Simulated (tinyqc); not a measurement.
Worked calculation: Hueckel theory of the pi electrons, for the molecule C=C(Cl)C=O (SMILES; centres numbered as the heavy atoms are written). One step of it, computed by the program tinyqc.

Question. Energy, charges, bond orders. E = sum n x; q_r = z_r - P_rr; bond order p = P_rs; free valence = sqrt(3) - sum of p over the bonds of the atom.

x values: [2.169009, 1.784161, 0.949363, -0.350826, -1.551708]

occupations: [2.000000, 2.000000, 2.000000, 0.000000, 0.000000]

charge and bond-order matrix P, order 1C, 2C, 3Cl, 4C, 5O:
```
[[0.797216, 0.858398, -0.113616, 0.269870, -0.369178],
 [0.858398, 1.021639, 0.116128, 0.489220, -0.099309],
 [-0.113616, 0.116128, 1.985910, -0.039836, -0.000113],
 [0.269870, 0.489220, -0.039836, 0.668396, 0.759135],
 [-0.369178, -0.099309, -0.000113, 0.759135, 1.526839]]
```

Centres:
```
centre  z_r, pi electrons of the neutral centre         h
1C                                            1  0.000000
2C                                            1  0.000000
3Cl                                           2  2.000000
4C                                            1  0.000000
5O                                            1  1.000000
```

Bonds:
```
i  j         k
1  2         1
2  3  0.400000
2  4         1
4  5         1
```

Give: pi energy = 6 alpha + this times beta; pi charges; Bond orders and lengths from R = 1.517 - 0.180 p; free valence of the carbons; gap between the highest filled and the next level.

Answer.

pi energy = 6 alpha + this times beta = 9.8051

pi charges: [0.2028, -0.0216, 0.0141, 0.3316, -0.5268]

Bond orders and lengths from R = 1.517 - 0.180 p (angstrom, C-C alone):
```
bond       p       R
1-2   0.8584  1.3625
2-3   0.1161       -
2-4   0.4892  1.4289
4-5   0.7591       -
```

free valence of the carbons: [0.8737, 0.2683, 0.4837]

gap between the highest filled and the next level = 1.3002 |beta|
